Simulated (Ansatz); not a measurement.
Basis sets compared for Na₃H₃. The state is a singlet with charge 0. Geometry PBE0-D4/def2-TZVP. Ansatz on 4 threads of Arm Neoverse V2 on a shared host; times are rough, and most runs start from earlier orbitals.

```xyz
6

Na   -0.3592   -1.9019    0.3419
Na    0.4856    0.5983   -1.8067
Na   -0.1258    1.3033    1.4658
H     0.1377   -1.4173   -1.5937
H     0.3824    2.0692   -0.3736
H    -0.5207   -0.6516    1.9664
```

The structure comes from a short search, and lower isomers may exist.

| level | functions | energy (Eh) | HOMO (eV) | LUMO (eV) | wall time |
| --- | --- | --- | --- | --- | --- |
| PBE-D4/def2-SVP | 60 | -488.1185 | -4.54 | -0.67 | 0.5 s |
| PBE-D4/def2-TZVP | 114 | -488.3043 | -4.59 | -0.76 | 0.85 s |
| r2SCAN-D4/def2-TZVP | 114 | -488.5664 | -4.73 | -0.10 | 1.7 s |
| PBE0-D4/def2-SVP | 60 | -488.1681 | -5.60 | -0.14 | 0.65 s |
| PBE0-D4/def2-TZVP (with forces) | 114 | -488.3513 | -5.64 | -0.24 | 1.6 s |

Estimate the rows for PBE-D4/def2-TZVPD, r2SCAN-D4/def2-TZVPD, PBE0-D4/def2-TZVPD.


```
               level  functions  energy (Eh)  HOMO (eV)  LUMO (eV)  wall time
   PBE-D4/def2-TZVPD        132    -488.3052      -4.57      -0.77      1.2 s
r2SCAN-D4/def2-TZVPD        132    -488.5670      -4.71      -0.14      2.7 s
  PBE0-D4/def2-TZVPD        132    -488.3520      -5.62      -0.28      1.2 s
```
